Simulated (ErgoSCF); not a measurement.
**Two attempts at CH5FSi (SMILES C[SiH2]F)**

Wanted: a single-point energy of CH5FSi, UHF/6-31++G.

The results are computed with ErgoSCF 3.8.

9 further runs of the same task are left out: 5 that didn't finish, 4 set aside as unsound or not needed.

### Step 1. The structure to begin with

CH5FSi: 8 atoms, total charge 0, spin state singlet. SMILES: `C[SiH2]F`. Geometry: relaxed at PBE0-D4/def2-TZVP.

Bond lengths: C1–Si2 1.853 Å, Si2–F3 1.604 Å, C1–H4 1.092 Å, C1–H5 1.094 Å, C1–H6 1.092 Å, Si2–H7 1.485 Å, Si2–H8 1.485 Å. Some angles: C1–Si2–F3 109.4°, C1–Si2–H7 111.5°, C1–Si2–H8 111.5°, F3–Si2–H7 107.3°, F3–Si2–H8 107.3°, Si2–C1–H4 111.0°, Si2–C1–H5 110.1°, Si2–C1–H6 111.1°, H7–Si2–H8 109.7°, H4–C1–H5 108.1°.

### Step 2. The input as first written

The input, input.ego:

```
set_nthreads(1)
molecule_inline
C   -0.98530320   1.32337521  -0.82581032
Si   0.84735319  -1.21320417   0.74681976
F    3.67835190  -1.22756609  -0.33788303
H   -1.06278197   1.02517642  -2.86690350
H   -2.92283940   1.34775267  -0.10676953
H   -0.14588686   3.17530681  -0.46940797
H    1.01799546  -0.79519675   3.51621340
H   -0.25265638  -3.74392540   0.23810549
EOF
scf.use_diagonalization = 1
tmpdir = "."
scf.max_number_of_iterations = 92
scf.output_mulliken_pop = 1
basis = "63-1++G"
scf.force_unrestricted = 1
scf.starting_guess_disturbance = 0.1
run "HF"
```

Run with:

```console
$ ergo input.ego
```

The log of the run:

```text
INMA ERGO version 3.8
INMA reading input from file input.ego
INMA C (charge=6.0) -0.985303 1.323375 -0.825810
INMA Si (charge=14.0) 0.847353 -1.213204 0.746820
INMA F (charge=9.0) 3.678352 -1.227566 -0.337883
INMA H (charge=1.0) -1.062782 1.025176 -2.866903
INMA H (charge=1.0) -2.922839 1.347753 -0.106770
INMA H (charge=1.0) -0.145887 3.175307 -0.469408
INMA H (charge=1.0) 1.017995 -0.795197 3.516213
INMA H (charge=1.0) -0.252656 -3.743925 0.238105
INMA  use_diagonalization := 1
INMA  max_number_of_iterations := 92
INMA  output_mulliken_pop := 1
INMA  basis := 63-1++G
INMA Basis really set to 63-1++G
INMA  force_unrestricted := 1
INMA  starting_guess_disturbance := 0.1
INMA running HF
ERIN error opening file '63-1++G'
ERIN error in read_basisset_file for standard basis set.
ERMA error in basisInfo->add_basisfuncs_for_molecule for main basis set, Basis='63-1++G'
```

The script printed:

```text
Inline main molecule with 8 atoms.
line 19: RUN failed
line 19: Aborted.
```

Run time: 0.54 s. Hardware: 1 thread of Intel Xeon Platinum 8259CL at 2.50GHz (Skylake/Cascade Lake), shared host; peak memory 0.27 GiB.

### Step 3. What went wrong

The program refused the input.

The log says `ERMA error in basisInfo->add_basisfuncs_for_molecule for main basis set, Basis='63-1++G'`. The fault: the input names a basis that the program doesn't know. To mend it: basis set 6-31++G in place of 63-1++G.

### Step 4. The mended input

The input, ergo.in:

```
# CH5FSi, HF
set_nthreads(1)
molecule_inline
C     -0.98530320     1.32337521    -0.82581032
Si     0.84735319    -1.21320417     0.74681976
F      3.67835190    -1.22756609    -0.33788303
H     -1.06278197     1.02517642    -2.86690350
H     -2.92283940     1.34775267    -0.10676953
H     -0.14588686     3.17530681    -0.46940797
H      1.01799546    -0.79519675     3.51621340
H     -0.25265638    -3.74392540     0.23810549
EOF
scf.output_mulliken_pop = 1
tmpdir = "."
scf.max_number_of_iterations = 150
scf.use_diagonalization = 1
scf.starting_guess_disturbance = 0.1
basis = "6-31++G"
scf.force_unrestricted = 1
run "HF"
```

Run with:

```console
$ ergo ergo.in
```

The log of the run:

```text
[...]
INSC SCF_general constructor, number of basis functions: 58
[...]
INSC Energy   1 =       -206.90544435241
[...]
INDE E_LUMO =          0.04059378434
[...]
INSC Energy  20 =       -429.10699652117  ( diff     -0.000000000005002 )
[...]
RESC CONVERGED after  20 iterations.
RESC FINAL ENERGY:       -429.10699652117
RESC FINAL <S2> =          0.00000000000
[...]
INSC SCF: dipole_moment_x [atomic units] =      -1.01986648
INSC SCF: dipole_moment_y [atomic units] =       0.22762041
INSC SCF: dipole_moment_z [atomic units] =       0.19075771
[...]
```

Run time: 27 s. Hardware: 1 thread of Intel Xeon Platinum 8259CL at 2.50GHz (Skylake/Cascade Lake), shared host; peak memory 0.27 GiB.

### Step 5. Summary of results

At UHF/6-31++G:

| quantity | value |
| --- | --- |
| total energy | -429.10700 Eh |
| dipole moment | 2.70 D |

Mulliken charges run from -1.06 on C1 to +1.02 on Si2; in a basis this large or diffuse they mean little.
